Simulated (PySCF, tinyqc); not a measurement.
Worked calculation: G0W0 on RHF in the sto-3g basis, for LiH, spin multiplicity 1. The lowest restricted solution is unstable here: a spin-polarised one lies 0.0005 hartree lower (PySCF). Computed by tinyqc, a small Python program that keeps every step (integrals from PySCF). Settings: charge = 0, multiplicity = 1, basis = sto-3g, method = RHF, energy threshold = 1e-10, iteration cap = 57, orthogonalisation = symmetric, start = core, DIIS depth = 6. Command: `OMP_NUM_THREADS=1 python tinyqc.py 27163 27164 out.jsonl` (the two numbers bound the seeds that draw the settings). One thread of a shared host (Intel(R) Xeon(R) Processor @ 2.60GHz), about 0.06 s of CPU time with the checks. The early iterations of the SCF are left out here.

## One-electron integrals

Geometry (angstrom):
```
atom        x        y        z
Li    0.00000  0.00000  0.00000
H     0.00000  0.00000  2.08000
```

Basis sto-3g: exponents (1/bohr^2) and contraction coefficients of normalised primitives:
```
element  l (shell)  exponent  coefficient
Li           s (1)  16.11958      0.15433
Li           s (1)   2.93620      0.53533
Li           s (1)   0.79465      0.44463
Li           s (2)   0.63629     -0.09997
Li           s (2)   0.14786      0.39951
Li           s (2)   0.04809      0.70012
Li           p (3)   0.63629      0.15592
Li           p (3)   0.14786      0.60768
Li           p (3)   0.04809      0.39196
H            s (1)   3.42525      0.15433
H            s (1)   0.62391      0.53533
H            s (1)   0.16886      0.44463
```

Overlap, kinetic and nuclear-attraction integrals over the contracted functions; the nuclear repulsion is the sum of Za Zb / Rab.

nuclear repulsion = 0.7632364 hartree

overlap S, order 1Li 1s, 1Li 2s, 1Li 2px, 1Li 2py, 1Li 2pz, 2H 1s:
$$\begin{pmatrix}
1.00000 & 0.24114 & 0.00000 & 0.00000 & 0.00000 & 0.02302 \\
0.24114 & 1.00000 & 0.00000 & 0.00000 & 0.00000 & 0.28076 \\
0.00000 & 0.00000 & 1.00000 & 0.00000 & 0.00000 & 0.00000 \\
0.00000 & 0.00000 & 0.00000 & 1.00000 & 0.00000 & 0.00000 \\
0.00000 & 0.00000 & 0.00000 & 0.00000 & 1.00000 & 0.40141 \\
0.02302 & 0.28076 & 0.00000 & 0.00000 & 0.40141 & 1.00000
\end{pmatrix}$$

kinetic energy T (hartree), order 1Li 1s, 1Li 2s, 1Li 2px, 1Li 2py, 1Li 2pz, 2H 1s:
$$\begin{pmatrix}
3.57679 & -0.02024 & 0.00000 & 0.00000 & 0.00000 & -0.00823 \\
-0.02024 & 0.10216 & 0.00000 & 0.00000 & 0.00000 & 0.01613 \\
0.00000 & 0.00000 & 0.31968 & 0.00000 & 0.00000 & 0.00000 \\
0.00000 & 0.00000 & 0.00000 & 0.31968 & 0.00000 & 0.00000 \\
0.00000 & 0.00000 & 0.00000 & 0.00000 & 0.31968 & 0.06350 \\
-0.00823 & 0.01613 & 0.00000 & 0.00000 & 0.06350 & 0.76003
\end{pmatrix}$$

nuclear attraction V (hartree), order 1Li 1s, 1Li 2s, 1Li 2px, 1Li 2py, 1Li 2pz, 2H 1s:
$$\begin{pmatrix}
-8.23729 & -1.02569 & 0.00000 & 0.00000 & -0.00953 & -0.09455 \\
-1.02569 & -1.44909 & 0.00000 & 0.00000 & -0.09443 & -0.45408 \\
0.00000 & 0.00000 & -1.41526 & 0.00000 & 0.00000 & 0.00000 \\
0.00000 & 0.00000 & 0.00000 & -1.41526 & 0.00000 & 0.00000 \\
-0.00953 & -0.09443 & 0.00000 & 0.00000 & -1.48795 & -0.65636 \\
-0.09455 & -0.45408 & 0.00000 & 0.00000 & -0.65636 & -1.98966
\end{pmatrix}$$

core Hamiltonian H = T + V (hartree), order 1Li 1s, 1Li 2s, 1Li 2px, 1Li 2py, 1Li 2pz, 2H 1s:
$$\begin{pmatrix}
-4.66051 & -1.04593 & 0.00000 & 0.00000 & -0.00953 & -0.10278 \\
-1.04593 & -1.34693 & 0.00000 & 0.00000 & -0.09443 & -0.43794 \\
0.00000 & 0.00000 & -1.09558 & 0.00000 & 0.00000 & 0.00000 \\
0.00000 & 0.00000 & 0.00000 & -1.09558 & 0.00000 & 0.00000 \\
-0.00953 & -0.09443 & 0.00000 & 0.00000 & -1.16827 & -0.59286 \\
-0.10278 & -0.43794 & 0.00000 & 0.00000 & -0.59286 & -1.22963
\end{pmatrix}$$

## Two-electron integrals

Functions are numbered as in S; the eight-fold symmetry (ij|kl) = (ji|kl) = (kl|ij) leaves the list below.

Two-electron integrals (ij|kl) in chemists' order, unique and non-zero (hartree):
```
(11|11) 1.68040   (21|11) 0.26542   (21|21) 0.04994   (22|11) 0.39773
(22|21) 0.09286   (22|22) 0.29056   (31|31) 0.00898   (32|31) 0.01379
(32|32) 0.06418   (33|11) 0.39664   (33|21) 0.09288   (33|22) 0.29050
(33|33) 0.31295   (41|41) 0.00898   (42|41) 0.01379   (42|42) 0.06418
(43|43) 0.01687   (44|11) 0.39664   (44|21) 0.09288   (44|22) 0.29050
(44|33) 0.27921   (44|44) 0.31295   (51|51) 0.00898   (52|51) 0.01379
(52|52) 0.06418   (53|53) 0.01687   (54|54) 0.01687   (55|11) 0.39664
(55|21) 0.09288   (55|22) 0.29050   (55|33) 0.27921   (55|44) 0.27921
(55|55) 0.31295   (61|11) 0.02421   (61|21) 0.00460   (61|22) 0.00879
(61|33) 0.00868   (61|44) 0.00868   (61|51) 0.00059   (61|52) 0.00115
(61|55) 0.00900   (61|61) 0.00047   (62|11) 0.08822   (62|21) 0.02100
(62|22) 0.07377   (62|33) 0.06953   (62|44) 0.06953   (62|51) 0.00327
(62|52) 0.02313   (62|55) 0.08219   (62|61) 0.00235   (62|62) 0.03605
(63|31) 0.00131   (63|32) 0.00695   (63|53) 0.00317   (63|63) 0.00200
(64|41) 0.00131   (64|42) 0.00695   (64|54) 0.00317   (64|64) 0.00200
(65|11) 0.11923   (65|21) 0.02857   (65|22) 0.10327   (65|33) 0.09616
(65|44) 0.09616   (65|51) 0.00503   (65|52) 0.03567   (65|55) 0.11739
(65|61) 0.00327   (65|62) 0.05427   (65|65) 0.08227   (66|11) 0.25431
(66|21) 0.06128   (66|22) 0.23777   (66|33) 0.21751   (66|44) 0.21751
(66|51) 0.00944   (66|52) 0.08704   (66|55) 0.27819   (66|61) 0.00695
(66|62) 0.15173   (66|65) 0.23502   (66|66) 0.77461
```

## Orthogonalisation

S = U s U^T; symmetric (Loewdin) form X = U s^(-1/2) U^T, so that X^T S X = 1.

eigenvalues of S: [0.49418, 0.80420, 1.00000, 1.00000, 1.18208, 1.51954]

X, order 1Li 1s, 1Li 2s, 1Li 2px, 1Li 2py, 1Li 2pz, 2H 1s:
$$\begin{pmatrix}
1.02345 & -0.12995 & 0.00000 & 0.00000 & -0.00663 & 0.01820 \\
-0.12995 & 1.06093 & 0.00000 & 0.00000 & 0.05305 & -0.17064 \\
0.00000 & 0.00000 & 1.00000 & 0.00000 & 0.00000 & 0.00000 \\
0.00000 & 0.00000 & 0.00000 & 1.00000 & 0.00000 & 0.00000 \\
-0.00663 & 0.05305 & 0.00000 & 0.00000 & 1.07376 & -0.23827 \\
0.01820 & -0.17064 & 0.00000 & 0.00000 & -0.23827 & 1.11048
\end{pmatrix}$$

## Iteration 8 (converged): orbitals

converged F (hartree), order 1Li 1s, 1Li 2s, 1Li 2px, 1Li 2py, 1Li 2pz, 2H 1s:
$$\begin{pmatrix}
-2.36142 & -0.64220 & 0.00000 & 0.00000 & 0.01426 & -0.06357 \\
-0.64220 & -0.21107 & 0.00000 & 0.00000 & -0.06861 & -0.20560 \\
0.00000 & 0.00000 & 0.16134 & 0.00000 & 0.00000 & 0.00000 \\
0.00000 & 0.00000 & 0.00000 & 0.16134 & 0.00000 & 0.00000 \\
0.01426 & -0.06861 & 0.00000 & 0.00000 & 0.04904 & -0.19943 \\
-0.06357 & -0.20560 & 0.00000 & 0.00000 & -0.19943 & -0.08596
\end{pmatrix}$$

Diagonalise F' = X^T F X, C = X C', fill 2 alpha and 2 beta electrons from the bottom; D = 2 C_occ C_occ^T. Each column has its largest component positive (the first on a tie).

F' = X^T F X (hartree):
$$\begin{pmatrix}
-2.30790 & -0.36070 & 0.00000 & 0.00000 & 0.01207 & 0.01803 \\
-0.36070 & -0.03543 & 0.00000 & 0.00000 & 0.00484 & -0.20745 \\
0.00000 & 0.00000 & 0.16134 & 0.00000 & 0.00000 & 0.00000 \\
0.00000 & 0.00000 & 0.00000 & 0.16134 & 0.00000 & 0.00000 \\
0.01207 & 0.00484 & 0.00000 & 0.00000 & 0.15044 & -0.24406 \\
0.01803 & -0.20745 & 0.00000 & 0.00000 & -0.24406 & 0.06903
\end{pmatrix}$$

orbital energies (hartree): MO1 -2.36391, MO2 -0.24318, MO3 0.07207, MO4 0.16134, MO5 0.16134, MO6 0.41117

coefficients C, order 1Li 1s, 1Li 2s, 1Li 2px, 1Li 2py, 1Li 2pz, 2H 1s:
$$\begin{pmatrix}
0.99146 & -0.15000 & -0.21479 & 0.00000 & 0.00000 & 0.11436 \\
0.03336 & 0.49401 & 0.79875 & 0.00000 & 0.00000 & -0.53966 \\
0.00000 & 0.00000 & 0.00000 & -0.02056 & 0.99979 & 0.00000 \\
0.00000 & 0.00000 & 0.00000 & 0.99979 & 0.02056 & 0.00000 \\
-0.00453 & 0.32846 & -0.59471 & 0.00000 & 0.00000 & -0.86660 \\
-0.00124 & 0.58886 & -0.19343 & 0.00000 & 0.00000 & 0.96707
\end{pmatrix}$$

D after iteration 8, order 1Li 1s, 1Li 2s, 1Li 2px, 1Li 2py, 1Li 2pz, 2H 1s:
$$\begin{pmatrix}
2.01098 & -0.08206 & 0.00000 & 0.00000 & -0.10751 & -0.17911 \\
-0.08206 & 0.49031 & 0.00000 & 0.00000 & 0.32422 & 0.58171 \\
0.00000 & 0.00000 & 0.00000 & 0.00000 & 0.00000 & 0.00000 \\
0.00000 & 0.00000 & 0.00000 & 0.00000 & 0.00000 & 0.00000 \\
-0.10751 & 0.32422 & 0.00000 & 0.00000 & 0.21581 & 0.38684 \\
-0.17911 & 0.58171 & 0.00000 & 0.00000 & 0.38684 & 0.69350
\end{pmatrix}$$

Within a degenerate level the vectors are fixed only up to a rotation; this is one choice.

## Convergence

Stop when the energy changes by less than 1e-10 hartree and every element of the error matrix X^T (F D S - S D F) X is below 3e-06.

Course of the cycle:
```
iteration  E (hartree)     change  largest element of the error matrix
1           -7.7989366          -                             1.80e-01
2           -7.8208518  -2.19e-02                             2.07e-02
3           -7.8217914  -9.40e-04                             6.18e-03
4           -7.8220112  -2.20e-04                             2.52e-03
5           -7.8220568  -4.56e-05                             6.18e-05
6           -7.8220568  -6.99e-09                             1.62e-05
7           -7.8220568  -5.13e-10                             1.53e-06
8           -7.8220568  -6.43e-12                             1.04e-08
```

PySCF RHF in the same basis = -7.8220568 hartree

Converged in 8 iterations.

## Integrals over molecular orbitals

(pq|rs) = sum C_ip C_jq C_kr C_ls (ij|kl), one index at a time.

one-electron integrals over orbitals h = C^T H C (hartree):
$$\begin{pmatrix}
-4.65155 & 0.09602 & 0.16217 & 0.00000 & 0.00000 & -0.05197 \\
0.09602 & -1.32666 & 0.01688 & 0.00000 & 0.00000 & 0.03531 \\
0.16217 & 0.01688 & -1.09700 & 0.00000 & 0.00000 & 0.02135 \\
0.00000 & 0.00000 & 0.00000 & -1.09558 & 0.00000 & 0.00000 \\
0.00000 & 0.00000 & 0.00000 & 0.00000 & -1.09558 & 0.00000 \\
-0.05197 & 0.03531 & 0.02135 & 0.00000 & 0.00000 & -1.00982
\end{pmatrix}$$

Two-electron integrals over orbitals (pq|rs), unique and non-zero (hartree):
```
(11|11) 1.65922    (21|11) -0.09906   (21|21) 0.01028    (22|11) 0.31935
(22|21) 0.00304    (22|22) 0.45505    (31|11) -0.14148   (31|21) 0.01060
(31|22) -0.01165   (31|31) 0.02202    (32|11) 0.02592    (32|21) -0.00260
(32|22) -0.05813   (32|31) -0.00016   (32|32) 0.02018    (33|11) 0.39187
(33|21) -0.00902   (33|22) 0.21376    (33|31) 0.00102    (33|32) 0.01377
(33|33) 0.32993    (41|41) 0.00981    (42|41) 0.00727    (42|42) 0.02137
(43|41) 0.01037    (43|42) 0.02015    (43|43) 0.04136    (44|11) 0.39634
(44|21) -0.00365   (44|22) 0.24771    (44|31) -0.00506   (44|32) 0.01254
(44|33) 0.28001    (44|44) 0.31295    (51|51) 0.00981    (52|51) 0.00727
(52|52) 0.02137    (53|51) 0.01037    (53|52) 0.02015    (53|53) 0.04136
(54|54) 0.01687    (55|11) 0.39634    (55|21) -0.00365   (55|22) 0.24771
(55|31) -0.00506   (55|32) 0.01254    (55|33) 0.28001    (55|44) 0.27921
(55|55) 0.31295    (61|11) 0.06871    (61|21) -0.00927   (61|22) -0.00750
(61|31) -0.00443   (61|32) 0.00268    (61|33) 0.01176    (61|44) 0.00153
(61|55) 0.00153    (61|61) 0.01081    (62|11) -0.07699   (62|21) 0.00174
(62|22) 0.10940    (62|31) 0.00390    (62|32) -0.04300   (62|33) -0.01860
(62|44) -0.03517   (62|55) -0.03517   (62|61) 0.00077    (62|62) 0.12999
(63|11) 0.02242    (63|21) -0.00232   (63|22) -0.05681   (63|31) 0.00401
(63|32) 0.01630    (63|33) 0.03654    (63|44) 0.00728    (63|55) 0.00728
(63|61) 0.00443    (63|62) -0.03832   (63|63) 0.03031    (64|41) -0.00592
(64|42) -0.01863   (64|43) -0.01221   (64|64) 0.01937    (65|51) -0.00592
(65|52) -0.01863   (65|53) -0.01221   (65|65) 0.01937    (66|11) 0.35381
(66|21) 0.00095    (66|22) 0.42708    (66|31) -0.01084   (66|32) -0.04866
(66|33) 0.23876    (66|44) 0.25961    (66|55) 0.25961    (66|61) -0.00503
(66|62) 0.10230    (66|63) -0.04628   (66|66) 0.42372
```

## Screening: direct RPA

With D = e_a - e_i and K = (ia|jb): diagonalise D^(1/2) (D + 4K) D^(1/2) = Z w^2 Z^T; X + Y = D^(1/2) Z w^(-1/2), each column of Z with its largest component positive (the first on a tie); E_c = (sum w - tr (D + 2K)) / 2.

D^(1/2) (D + 4K) D^(1/2) (hartree^2), order 1>3, 1>4, 1>5, 1>6, 2>3, 2>4, 2>5, 2>6:
$$\begin{pmatrix}
6.14849 & 0.00000 & 0.00000 & -0.04602 & -0.00057 & 0.00000 & 0.00000 & 0.01970 \\
0.00000 & 6.47596 & 0.00000 & 0.00000 & 0.00000 & 0.02938 & 0.00000 & 0.00000 \\
0.00000 & 0.00000 & 6.47596 & 0.00000 & 0.00000 & 0.00000 & 0.02938 & 0.00000 \\
-0.04602 & 0.00000 & 0.00000 & 7.82110 & 0.01003 & 0.00000 & 0.00000 & 0.00415 \\
-0.00057 & 0.00000 & 0.00000 & 0.01003 & 0.12484 & 0.00000 & 0.00000 & -0.07813 \\
0.00000 & 0.02938 & 0.00000 & 0.00000 & 0.00000 & 0.19822 & 0.00000 & 0.00000 \\
0.00000 & 0.00000 & 0.02938 & 0.00000 & 0.00000 & 0.00000 & 0.19822 & 0.00000 \\
0.01970 & 0.00000 & 0.00000 & 0.00415 & -0.07813 & 0.00000 & 0.00000 & 0.76842
\end{pmatrix}$$

excitation energies w (hartree): [0.33981, 0.44507, 0.44507, 0.88187, 2.47938, 2.54482, 2.54482, 2.79685]

X + Y, order 1>3, 1>4, 1>5, 1>6, 2>3, 2>4, 2>5, 2>6:
$$\begin{pmatrix}
-0.00082 & 0.00000 & 0.00000 & -0.00608 & 0.99083 & 0.00000 & 0.00000 & -0.02565 \\
0.00000 & -0.00366 & -0.01053 & 0.00000 & 0.00000 & 0.06000 & 0.99433 & 0.00000 \\
0.00000 & -0.01053 & 0.00366 & 0.00000 & 0.00000 & 0.99433 & -0.06000 & 0.00000 \\
-0.00388 & 0.00000 & 0.00000 & -0.00078 & 0.02907 & 0.00000 & 0.00000 & 0.99572 \\
0.95636 & 0.00000 & 0.00000 & -0.07105 & -0.00003 & 0.00000 & 0.00000 & 0.00044 \\
0.00000 & 0.31306 & 0.90049 & 0.00000 & 0.00000 & 0.00011 & 0.00186 & 0.00000 \\
0.00000 & 0.90049 & -0.31306 & 0.00000 & 0.00000 & 0.00186 & -0.00011 & 0.00000 \\
0.16489 & 0.00000 & 0.00000 & 0.85529 & 0.00189 & 0.00000 & 0.00000 & 0.00024
\end{pmatrix}$$

RPA correlation energy = -0.0266294 hartree

Within a degenerate level the vectors are fixed only up to a rotation; this is one choice.

## G0W0 on Hartree-Fock: HOMO

W(p,q,m) = sqrt2 sum_ia (pq|ia) (X+Y)_ia,m; Sigma_c(x) = sum_(i,m) W^2/(x - e_i + w_m) + sum_(a,m) W^2/(x - e_a - w_m); solve x = e_p + Sigma_c(x) by Newton steps; Z = 1/(1 - dSigma/dx); 1 hartree = 27.211386 eV.

The 12 largest terms at x = e_p (hartree; W for the signs of X + Y given):
```
q  m         W      term
2  4   0.13828   0.02168
6  4   0.16152  -0.01698
2  1  -0.05306   0.00828
3  4  -0.05405  -0.00244
5  2   0.02711  -0.00086
4  3   0.02711  -0.00086
6  1  -0.02786  -0.00078
3  1   0.01726  -0.00045
2  5  -0.01633   0.00011
4  2   0.00942  -0.00010
5  3  -0.00942  -0.00010
1  5   0.01447  4.55e-05
```

Newton steps (hartree):
```
step         x  Sigma_c(x)        Z
0     -0.24318     0.00751  0.93815
1     -0.23613     0.00705  0.93919
2     -0.23613     0.00705  0.93919
```

quasiparticle energy of the HOMO = -6.42544 eV

Hartree-Fock value = -6.61738 eV

## G0W0 on Hartree-Fock: LUMO

As before.

The 12 largest terms at x = e_p (hartree; W for the signs of X + Y given):
```
q  m         W      term
2  4  -0.05405   0.00244
6  4  -0.04802  -0.00189
5  2   0.02550  -0.00122
4  3   0.02550  -0.00122
3  4  -0.02390  -0.00065
3  1   0.01422  -0.00060
2  1   0.01726   0.00045
6  1   0.01308  -0.00025
1  5   0.03068   0.00019
4  2   0.00887  -0.00015
5  3  -0.00887  -0.00015
3  8   0.01652  -0.00010
```

Newton steps (hartree):
```
step        x  Sigma_c(x)        Z
0     0.07207    -0.00329  0.98776
1     0.06882    -0.00325  0.98785
2     0.06882    -0.00325  0.98785
```

quasiparticle energy of the LUMO = 1.87260 eV

Hartree-Fock value = 1.96105 eV
